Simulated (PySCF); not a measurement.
C3H4 (propyne), optimised at GFN2-xTB:

```xyz
7

C     -0.9489    -0.1172     0.0123
C      0.4769     0.0569     0.1746
C      1.6567     0.2008     0.3090
H     -1.1494    -1.0016    -0.5921
H     -1.3762     0.7546    -0.4828
H     -1.4222    -0.2389     0.9863
H      2.6910     0.3271     0.4269
```

Method: PySCF energies (xtb for GFN2) plus ideal-gas RRHO corrections (1 bar). 6-31G* has spherical d functions here. All species are closed-shell singlets. B3LYP is the form with VWN-RPA correlation.

Task: List the harmonic frequencies (cm⁻¹, unscaled) at this level and at the other levels, each on its own geometry.

Result: 
- GFN2-xTB: 296, 297, 645, 645, 997, 1033, 1033, 1388, 1456, 1456, 2304, 3005, 3005, 3012, 3401
- B3LYP/6-31G*: 346, 347, 602, 602, 951, 1075, 1075, 1446, 1509, 1509, 2247, 3043, 3105, 3105, 3497
- HF/6-31G*: 392, 392, 792, 792, 986, 1167, 1167, 1566, 1626, 1626, 2417, 3212, 3281, 3281, 3663
- PBE/def2-SVP: 339, 339, 643, 643, 949, 996, 996, 1339, 1394, 1394, 2174, 2963, 3047, 3047, 3409
- PBE0/def2-TZVP: 353, 353, 672, 672, 962, 1048, 1048, 1404, 1469, 1469, 2246, 3052, 3123, 3123, 3485
